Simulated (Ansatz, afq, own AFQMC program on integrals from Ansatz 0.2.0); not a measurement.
AFQMC on a folder of integrals that Ansatz 0.2.0 wrote.

```yaml
crystal:
  periodic: [false, false, false]
  atoms:
    - {symbol: B, position_ang: [-0.011188, 0.053072, 0.739506]}
    - {symbol: C, position_ang: [-0.011188, -0.098769, -0.749265]}
    - {symbol: H, position_ang: [-0.011188, 1.151614, 1.227118]}
    - {symbol: H, position_ang: [-0.011188, -0.905972, 1.454875]}
    - {symbol: H, position_ang: [0.275687, 0.362051, -1.685517]}
basis:
  gaussian: {orbitals: cc-pVDZ}
magnetization: {spin_polarized: true, initial_magnetization: 2}
correlation: {method: ccsd_t, electrons: outside_noble_gas, hamiltonian_folder: ham}
```

```sh
$ ansatz run in.yaml --threads 1 --pin off --events-out ev --progress --plain --max-ram 1382MiB
```

Options of the walk:

```
--method free --trial cisd --walkers 60 --time-step 0.03 --max-blocks 80 --target-error 0.00038 --factor-cut 1e-05 --seed 7419 --times 0,0.21,0.42,0.81,1.2,1.8,2.4,3 --taylor-order 8
```

Times are imaginary, in 1/Eh. The walk had a cap of 1573 s.

Log:

```
orbitals 41  electrons 6 4  factors 323 of 394
reference energy -64.19588412 Eh
CCSD correlation -0.20305452 Eh in 12 cycles, weight of the determinant in the CISD state 0.9058
repeat  energy at the last time / Eh  error
    10  -64.403350  0.000643
    20  -64.404827  0.000717
    30  -64.404357  0.000573
    40  -64.404267  0.000469
    50  -64.404011  0.000393
    60  -64.404084  0.000368
time / (1/Eh)  energy / Eh  error  mean overlap
  0.00  -64.398950  0.000125  1.1041
  0.21  -64.401571  0.000135  1.1060
  0.42  -64.402847  0.000177  1.1109
  0.81  -64.404015  0.000176  1.1026
  1.20  -64.403715  0.000193  1.1271
  1.80  -64.404225  0.000258  1.1365
  2.40  -64.403931  0.000201  1.1546
  3.00  -64.404068  0.000362  1.1740
energy -64.404068 +/- 0.000362 Eh
```

The run passed its tests (error under three times the target), which doesn't prove that it has relaxed.

Against this walk (error 9.9 meV) on the same determinant: CCSD(T) 18.5 meV higher (within the noise), CCSDT(Q) 11.3 meV lower (within the noise). The error is statistical, and a free projection of finite length keeps a remainder of its start.

Cautions: remainder of the start not in the error; lower spins were not checked.

The walk took 8.7 min on 1 thread of AMD EPYC (Zen 3), on a shared host. The log's last line is the free-projection energy.

CCSDT and higher add their correlation energy to the determinant of the CCSD(T) run, since their own runs factorise the integrals more tightly (a shift of under 2 meV).
